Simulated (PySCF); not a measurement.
# CHFO (formyl fluoride) at MP2/cc-pVDZ

What is the vertical ionisation energy of CHFO (formyl fluoride) at MP2/cc-pVDZ? 

Program for the calculation: PySCF 2.14.0.

8 further runs of the same task are left out: 6 that didn't finish, 2 set aside as unsound or not needed.

### Step 1. The molecule

CHFO: 4 atoms, total charge 0, spin state singlet. As SMILES, `O=CF`. Geometry: relaxed at PBE0-D4/def2-TZVP.

Bond lengths: O1–C2 1.174 Å, C2–F3 1.336 Å, C2–H4 1.097 Å. Angles: O1–C2–F3 122.9°, O1–C2–H4 127.8°, F3–C2–H4 109.3°.

### Step 2. A single-point energy at MP2/cc-pVDZ

Contents of run.py:

```python
from pyscf import gto, scf, mp

system = gto.M(
    atom=[
    ('O', (-0.889340, 0.201180, 0.827740)),
    ('C', (-0.046400, 0.067520, 0.021620)),
    ('F', (0.585200, -1.091810, -0.181820)),
    ('H', (0.350540, 0.823120, -0.667550)),
],
    basis='cc-pvdz',
    verbose=3,
    max_memory=40,
)

myscf = scf.RHF(system)
myscf.max_cycle = 60
myscf.direct_scf_tol = 1e-08
myscf.conv_tol = 1e-08
myscf.kernel()

pt = mp.MP2(myscf, frozen=3).run()
e_tot = pt.e_tot
print('E(%s) = %.9f' % ('MP2', e_tot))
```

Run with:

```sh
$ OMP_NUM_THREADS=1 python run.py
```

Standard output:

```text
converged SCF energy = -212.762981207004

E(RMP2) = -213.259760320889  E_corr = -0.496779113884564
E(SCS-RMP2) = -213.24295367816  E_corr = -0.479972471155993
E(MP2) = -213.259760321
```

Run time: 1.5 s. Hardware: 1 thread of Arm Neoverse V2, shared host; peak memory 0.12 GiB.

### Step 3. The doublet cation at the same level

Contents of input.py:

```python
from pyscf import gto, scf, mp

mol = gto.M(
    atom='''
O       -0.889340       0.201180       0.827740
C       -0.046400       0.067520       0.021620
F        0.585200      -1.091810      -0.181820
H        0.350540       0.823120      -0.667550
''',
    basis='cc-pvdz',
    verbose=3,
    max_memory=40,
    charge=1,
    spin=1,
)

myscf = scf.UHF(mol)
myscf.conv_tol = 1e-08
myscf.max_cycle = 60
myscf.direct_scf_tol = 1e-08
myscf.kernel()

pt = mp.MP2(myscf, frozen=3).run()
e_tot = pt.e_tot
print(f'total energy: {e_tot:.8f} hartree')
```

Run with:

```sh
$ OMP_NUM_THREADS=1 python input.py
```

Standard output:

```text
converged SCF energy = -212.356285638173  <S^2> = 0.77065588  2S+1 = 2.0205503
E(UMP2) = -212.799230824223  E_corr = -0.442945186049802
E(SCS-UMP2) = -212.786235649457  E_corr = -0.429950011283785
total energy: -212.79923082 hartree
```

Wall time 1.9 s (1 thread of Arm Neoverse V2, shared host); peak memory 0.12 GiB.

### Step 4. Summary of results

At MP2/cc-pVDZ, 3 core orbitals frozen:

| quantity | value |
| --- | --- |
| singlet CHFO: total energy | -213.25976 Eh |
| singlet CHFO: dipole moment (Hartree–Fock density) | 2.38 D |
| singlet CHFO: HOMO energy (Hartree–Fock orbitals) | -13.75 eV |
| singlet CHFO: LUMO energy (Hartree–Fock orbitals) | 4.10 eV |
| singlet CHFO: HOMO–LUMO gap (Hartree–Fock orbitals) | 17.85 eV |
| singlet CHFO: correlation energy (3 core orbitals frozen) | -496.8 mEh |
| doublet cation: total energy | -212.79923 Eh |
| doublet cation: HOMO energy (Hartree–Fock orbitals) (highest over α and β) | -25.45 eV |
| doublet cation: LUMO energy (Hartree–Fock orbitals) (lowest over α and β) | -8.77 eV |
| doublet cation: correlation energy (3 core orbitals frozen) | -442.9 mEh |
| doublet cation: ⟨S²⟩ of the reference determinant | 0.771 |
| vertical ionisation energy (to the doublet cation) | 12.532 eV |

In words: The vertical ionisation energy comes to 12.53 eV (289 kcal/mol). Mulliken charges (singlet CHFO) of the mean-field density run from -0.28 on O1 to +0.48 on C2; they depend strongly on the basis. Mulliken charges (doublet cation) of the mean-field density run from -0.10 on F3 to +0.63 on C2; they depend strongly on the basis.
